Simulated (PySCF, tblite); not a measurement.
Compound: 2,2-difluorobutane, C4H8F2.
Numbering: `[CH3:1][CH2:2][C:3]([CH3:4])([F:5])[F:6]` (hydrogens: H7, H8, H9 on C1; H10, H11 on C2; H12, H13, H14 on C4)

Computed with GFN2-xTB (tblite), gas phase: nudged elastic band of 9 images (0 to 8), spring 0.2 eV/Å², climbing image at the end, force threshold 0.05 eV/Å. No saddle search or frequency run followed, so the top image need not be a first-order saddle, and its height can exceed the method's true barrier by a kcal/mol or more.

Path: rotation about C2–C3 (chain CH2 carbon, CF2 carbon), followed by the dihedral C1–C2–C3–F6.

Image 0 (start, dihedral -66°):
```
atom  x, y, z in Å
C1     -1.528   -0.229    0.565
C2     -0.615   -0.582   -0.603
C3      0.609    0.325   -0.692
C4      1.506    0.355    0.532
F5      1.352   -0.057   -1.780
F6      0.210    1.601   -0.990
H7     -2.446   -0.807    0.500
H8     -1.053   -0.449    1.517
H9     -1.785    0.827    0.536
H10    -0.263   -1.611   -0.525
H11    -1.161   -0.478   -1.544
H12     0.984    0.832    1.357
H13     1.788   -0.657    0.806
H14     2.401    0.929    0.300
```

Image 8 (end, +0.010 eV, dihedral 56°):
```
atom  x, y, z in Å
C1     -1.940   -0.106   -0.049
C2     -0.509   -0.611    0.107
C3      0.512    0.505   -0.094
C4      1.959    0.069    0.062
F5      0.345    1.066   -1.332
F6      0.256    1.528    0.779
H7     -2.641   -0.924    0.091
H8     -2.150    0.666    0.687
H9     -2.086    0.313   -1.042
H10    -0.360   -1.024    1.106
H11    -0.301   -1.390   -0.628
H12     2.116   -0.324    1.062
H13     2.190   -0.694   -0.676
H14     2.610    0.926   -0.094
```

**Question.** What do the inner images look like?

**Answer.** 
Image 1: +0.017 eV, dihedral -50°
```
atom  x, y, z in Å
C1     -1.606   -0.179    0.507
C2     -0.589   -0.614   -0.542
C3      0.591    0.351   -0.643
C4      1.589    0.298    0.500
F5      1.250    0.111   -1.822
F6      0.127    1.632   -0.776
H7     -2.485   -0.817    0.454
H8     -1.191   -0.243    1.509
H9     -1.917    0.845    0.320
H10    -0.200   -1.607   -0.316
H11    -1.067   -0.645   -1.524
H12     1.126    0.661    1.412
H13     1.931   -0.722    0.642
H14     2.440    0.929    0.256
```

Image 2: +0.057 eV, dihedral -36°
```
atom  x, y, z in Å
C1     -1.690   -0.144    0.443
C2     -0.569   -0.632   -0.467
C3      0.578    0.379   -0.585
C4      1.674    0.251    0.457
F5      1.138    0.261   -1.833
F6      0.089    1.656   -0.564
H7     -2.527   -0.835    0.398
H8     -1.353   -0.069    1.475
H9     -2.036    0.833    0.118
H10    -0.163   -1.575   -0.101
H11    -0.964   -0.796   -1.472
H12     1.284    0.504    1.438
H13     2.057   -0.765    0.465
H14     2.482    0.933    0.206
```

Image 3: +0.097 eV, dihedral -20°
```
atom  x, y, z in Å
C1     -1.767   -0.119    0.372
C2     -0.551   -0.643   -0.384
C3      0.566    0.404   -0.519
C4      1.754    0.209    0.406
F5      1.013    0.407   -1.817
F6      0.074    1.667   -0.341
H7     -2.568   -0.852    0.336
H8     -1.520    0.083    1.412
H9     -2.124    0.800   -0.084
H10    -0.150   -1.525    0.118
H11    -0.852   -0.935   -1.393
H12     1.447    0.364    1.435
H13     2.153   -0.793    0.287
H14     2.523    0.933    0.148
```

Image 4 (top): +0.114 eV, dihedral -5°
```
atom  x, y, z in Å
C1     -1.832   -0.102    0.294
C2     -0.536   -0.650   -0.292
C3      0.553    0.427   -0.444
C4      1.824    0.172    0.346
F5      0.874    0.548   -1.773
F6      0.075    1.664   -0.110
H7     -2.603   -0.867    0.268
H8     -1.683    0.214    1.324
H9     -2.174    0.753   -0.283
H10    -0.156   -1.457    0.336
H11    -0.732   -1.059   -1.286
H12     1.610    0.237    1.408
H13     2.220   -0.810    0.107
H14     2.560    0.929    0.084
```

Image 5: +0.101 eV, dihedral 11°
```
atom  x, y, z in Å
C1     -1.883   -0.092    0.211
C2     -0.523   -0.651   -0.195
C3      0.540    0.447   -0.362
C4      1.881    0.141    0.280
F5      0.728    0.681   -1.700
F6      0.093    1.646    0.121
H7     -2.630   -0.880    0.193
H8     -1.835    0.328    1.213
H9     -2.189    0.692   -0.477
H10    -0.182   -1.373    0.547
H11    -0.610   -1.165   -1.155
H12     1.768    0.118    1.359
H13     2.255   -0.816   -0.073
H14     2.586    0.925    0.015
```

Image 6: +0.066 eV, dihedral 26°
```
atom  x, y, z in Å
C1     -1.918   -0.088    0.126
C2     -0.515   -0.645   -0.095
C3      0.528    0.464   -0.275
C4      1.924    0.113    0.210
F5      0.586    0.803   -1.602
F6      0.130    1.617    0.346
H7     -2.645   -0.895    0.120
H8     -1.971    0.427    1.082
H9     -2.172    0.617   -0.661
H10    -0.226   -1.275    0.746
H11    -0.496   -1.253   -1.003
H12     1.913    0.003    1.290
H13     2.260   -0.809   -0.252
H14     2.602    0.921   -0.055
```

Image 7: +0.030 eV, dihedral 41°
```
atom  x, y, z in Å
C1     -1.938   -0.092    0.039
C2     -0.511   -0.633    0.007
C3      0.518    0.481   -0.183
C4      1.951    0.090    0.137
F5      0.454    0.925   -1.478
F6      0.185    1.576    0.567
H7     -2.649   -0.914    0.049
H8     -2.090    0.516    0.928
H9     -2.127    0.522   -0.838
H10    -0.287   -1.161    0.935
H11    -0.395   -1.327   -0.828
H12     2.046   -0.112    1.199
H13     2.235   -0.789   -0.432
H14     2.607    0.918   -0.124
```

The largest changes of bonds and angles from start to top: C2–C3 1.526 → 1.539 Å, C2–C3–F6 109.4 → 111.2°, C3–C2–H10 107.8 → 109.2°, C1–C2–H10 110.9 → 109.9°. GFN2-xTB torsional profiles can miss by a kcal/mol or more and can put conformers in the wrong order.

**Question.** What do single points at PBE0/pcSseg-1 (PySCF, no dispersion term) give on some images?

**Answer.** 
| image | GFN2-xTB E (eV) | DFT E (eV) | HOMO (eV) | LUMO (eV) | dipole (D) |
| --- | --- | --- | --- | --- | --- |
| 0 | 0.000 | 0.000 | -9.17 | 1.37 | 2.42 |
| 2 | 0.057 | 0.068 | -9.19 | 1.34 | 2.32 |
| 4 | 0.114 | 0.152 | -9.20 | 1.37 | 2.28 |
| 6 | 0.066 | 0.068 | -9.20 | 1.45 | 2.27 |
| 8 | 0.010 | -0.022 | -9.20 | 1.45 | 2.27 |

Energies count from image 0 at each level. At the GFN2-xTB top the DFT energy is 3.5 kcal/mol against 2.6; the geometries weren't optimised at the DFT level.

The cost below is that of the whole band run. Hardware: one thread, Intel Xeon at 2.50 GHz (x86_64), no GPU, shared host with 64 logical CPUs at a one-minute load of 9.2. Cost: 4.3 s, 0.18 GiB resident at most.
